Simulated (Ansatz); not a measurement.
## Worked example: ideal-gas entropy of CF2 (SMILES F[C]F)

A singlet with charge 0, relaxed at PBE0/aug-cc-pVTZ (Ansatz 0.2.0):

```xyz
3

F     0.3166    0.9719    0.2818
C     0.3824   -0.3186    0.1752
F    -0.6990   -0.6533   -0.4570
```

Harmonic wavenumbers in cm⁻¹: 681, 1150, 1255.

Masses in u: F 18.998, C 12.011. Take T = 298.15 K, p = 1 bar, R = 8.3145 J/(mol K), kT/hc = 207.22 cm⁻¹, rigid rotor and harmonic oscillator.

Problem. Compute the standard molar entropy.

Solution. 
1. Translation (Sackur–Tetrode): S = R[3/2 ln M + 5/2 ln T − 1.1517] with M = 50.007 gives 157.6 J/(mol K).
2. Rotation: principal moments 5.717, 40.072, 45.789 u Å² give A, B, C = 2.9486, 0.4207, 0.3682 cm⁻¹; the symmetry number is σ = 2; q = (√π/σ)√((kT/hc)³/ABC) = 3912; S = R(ln q + 3/2) = 81.2.
3. Vibration: with u = ν̃/207.22, each mode gives R[u/(eᵘ − 1) − ln(1 − e⁻ᵘ)]; the sum is 1.7, most from 681 cm⁻¹ (1.4), 1150 cm⁻¹ (0.2), 1255 cm⁻¹ (0.1).
4. Spin: R ln 1 = 0.0.
5. Sum: 157.6 + 81.2 + 1.7 + 0.0 = 240.5 J/(mol K).

No measured value is set beside it here.
